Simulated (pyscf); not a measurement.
`[CH3][CH2][ZnH]` → `[CH2]=[CH2]` + `[ZnH2]` (elimination; singlet surface; C–H, C–Zn broken, H–Zn formed). Single points on ωB97X-D3(BJ)/def2-SVP structures (PySCF, gas phase). Correlated levels are frozen-core, on RHF or UHF. ΔMP2 is the change of the MP2 total energy from the triple- to the quadruple-zeta basis. Rate constants from transition-state theory at the high-pressure limit, CCSD(T)/def2-TZVPP + ΔMP2(QZVPP) energies (ideal gas, 1 atm, RRHO with modes under 100 cm⁻¹ raised to 100, one conformer, R ln 2 for chiral ones without a mode under 150 cm⁻¹; no tunnelling), k in s⁻¹.

```json
[
 {"T (K)": "298", "1000/T": "3.354", "log10 k": "-18.81"},
 {"T (K)": "600", "1000/T": "1.667", "log10 k": "?"},
 {"T (K)": "900", "1000/T": "1.111", "log10 k": "2.46"},
 {"T (K)": "1200", "1000/T": "0.833", "log10 k": "5.15"}
]
```

Task: Fit an Arrhenius line to the three values, give the activation energy, and predict k at 600 K.

Result: Least squares gives log10 k = 13.04 − 9.50 × 1000/T, so Ea = 9.50 × ln 10 × 1.987 = 43.5 kcal/mol, against an electronic barrier of 46.2. At 600 K the line gives -2.79; the computed value is -2.86 (ΔG‡ = 43.8 kcal/mol), a factor 1.2 under the line, since the plot is curved. On the product side the descent ends in a complex, 5.5 kcal/mol under the separated species and 23.8 kcal/mol under the saddle at ωB97X-D3(BJ)/def2-TZVP. At the saddle there is also a short C–Zn contact that neither side keeps. At ωB97X-D3(BJ)/def2-TZVP the barrier from the zero used here is 48.9 kcal/mol. One saddle was located; it need not be the lowest between these sides. The CCSD(T) − MP2 part came from Ansatz, without density fitting, on the same reference. The frozen core leaves the outer d or s,p core shells of the metals and heavy elements correlated in the MP2 and CC values, and def2-TZVPP describes them poorly, which can shift differences by a few kcal/mol. Elements up to Kr have no core potential and no relativistic terms here.
